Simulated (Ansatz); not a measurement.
A made-up structure of CH3S2, doublet:

| atom | x (Å) | y (Å) | z (Å) |
| --- | --- | --- | --- |
| C1 | -0.7526 | -0.2228 | -0.8073 |
| S2 | -0.0968 | 1.0840 | 0.0508 |
| S3 | 1.6562 | 0.3594 | 0.8469 |
| H4 | -1.4124 | 0.0145 | -1.6314 |
| H5 | -0.5304 | 2.2450 | 0.6107 |
| H6 | 1.1702 | 0.0098 | 2.0531 |

It is relaxed with PBE-D4/def2-SVP and then PBE0-D4/def2-TZVP (Ansatz 0.2.0). Atoms count as bonded within 1.22 times the sum of their covalent radii (H–H: 0.88 Å). The end point is not checked to be a true minimum.

Task: Does its bonding change? (Judge from chemistry; the calculation decides.)

Result: The calculation gives: Yes. Formed: S3–H5; broken: S2–S3, S2–H5.

Where it ends: The first stage lowers the energy by 3.05 eV in 55 steps. It ends as a complex of CHS ([CH][S]) + H₂S:
C1  (-1.333, -0.082, -1.297)
S2  (0.146, 0.376, -1.402)
S3  (1.585, 1.398, 1.946)
H4  (-2.267, 0.327, -1.680)
H5  (0.249, 1.338, 2.056)
H6  (1.653, 0.134, 1.501)
(Å)

Labels in which every atom is bracketed show which atoms are joined, not bond orders.

For scale, one of the runs: PBE0-D4/def2-TZVP relaxation, 123 basis functions, launched by `ansatz run in.yaml --threads 2 --pin off --events-out ev --progress --plain --max-ram 4352MiB`. The run took about 2.1 min on 2 CPU threads of an Arm Neoverse V1 (shared host).
